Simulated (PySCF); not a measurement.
Molecule: CHO (cation, charge +1), SMILES [CH]=O. Atoms near the plane z = 0.0 Å, at the B3LYP/def2-SVP optimised geometry (x, y, z in Å): C1 (0.0, 0.0, 0.0), O2 (-1.1, 0.0, 0.0), H3 (1.1, 0.0, 0.0).

Computed with B3LYP/def2-TZVP run with PySCF. Cells within 0.4 Å of a nucleus heavier than hydrogen are left out (blank, or x). The values are rescaled to run from 0 to 1.

```
|0000000000000000000000000000000|
|0000000000000000000000000000000|
|0000000000000000000000000000000|
|0000000000000000000000000000000|
|0000000000000000000000000000000|
|0000000000000000000000000000000|
|0000000000000000000000000000000|
|0000000000000000000000000000000|
|0000000000000110000000000000000|
|0000000111222222111221000000000|
|0000002334444433344566510000000|
|0000024566665655567899971000000|
|0000136788777765689999996000000|
|0000257898878852599999998200000|
|000036899xxx88xxx99999999300000|
|000036899xxx77xxx89999999400000|
|000036899xxx88xxx99999999300000|
|0000257898878852599999998200000|
|0000136788777765689999996000000|
|0000024566665655567899971000000|
|0000002334444433344566510000000|
|0000000111222222111221000000000|
|0000000000000110000000000000000|
|0000000000000000000000000000000|
|0000000000000000000000000000000|
|0000000000000000000000000000000|
|0000000000000000000000000000000|
|0000000000000000000000000000000|
|0000000000000000000000000000000|
|0000000000000000000000000000000|
|0000000000000000000000000000000|
```
Scale: ten equal steps from 0.000 (start of '0') to 1.00 (end of '9'), in the order '0123456789'; x runs from -3.50 to 3.50, y from -3.50 (bottom) to 3.50 (top).

Question: Which quantity is mapped?
A) electrostatic potential
B) log10 of the electron density
C) deformation density (molecule minus spherical neutral atoms)
D) electron localisation function

Answer: D, electron localisation function
